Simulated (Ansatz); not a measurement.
Born–Oppenheimer molecular dynamics of AlClH5N (8 atoms, charge 0, multiplicity 1). It starts at the highest image of a converged band. Of that band: The profile has 2 maxima (images 2, 6) with wells between them (image 4): this band takes more than one step, which may be the mechanism or a detour left from its start path. Neighbouring images differ by up to 1.2 eV, so the band resolves the path poorly. A vibrational analysis at the climbing image gives one clearly imaginary mode, 552i cm⁻¹: a first-order saddle point.

These are results of RKS B3LYP-D4/def2-SVP (Ansatz), not measurements.

| Quantity | Value |
| --- | --- |
| ensemble | NVE (velocity Verlet) |
| time step | 0.5 fs |
| steps asked | 200 |
| starting velocities drawn for | 300 K |
| seed | 4744 |

First frame:

```xyz
8
Properties=species:S:1:pos:R:3
Al 0.042 0.385 -0.157
Cl 0.125 0.140 2.404
N 1.592 0.032 -0.939
H 1.779 -0.802 -1.488
H 2.455 0.548 -0.795
H -1.320 -0.280 -0.569
H -0.014 1.916 0.498
H 0.050 1.326 1.580
```

(1) How far do the bonds stretch over the last three quarters of this one trajectory? (Pairs bonded in most of those frames.)

Results:

(1) 
| bond | mean (Å) | spread (Å) | shortest | longest |
| --- | --- | --- | --- | --- |
| Al1–Cl2 | 2.708 | 0.081 | 2.62 | 2.90 |
| Al1–N3 | 1.780 | 0.026 | 1.74 | 1.82 |
| Al1–H6 | 1.583 | 0.016 | 1.55 | 1.61 |
| Al1–H7 | 1.622 | 0.039 | 1.55 | 1.72 |
| Cl2–H8 | 1.351 | 0.074 | 1.26 | 1.52 |
| N3–H4 | 1.017 | 0.012 | 1.00 | 1.04 |
| N3–H5 | 1.017 | 0.011 | 1.00 | 1.03 |

Mean temperature of the second half: 233 K. The conserved energy stayed within 0.085 meV per atom of its start (net change 0.053 meV per atom), so the integration is sound. A run of 0.1 ps of so small a system gives no equilibrium averages. The orbitals stay closed-shell, which can raise the energy where a bond breaks towards radicals; this wasn't checked here.

Run time: 8.7 min on 1 thread of Arm Neoverse V1, with other jobs on the host, peak memory 0.14 GiB.
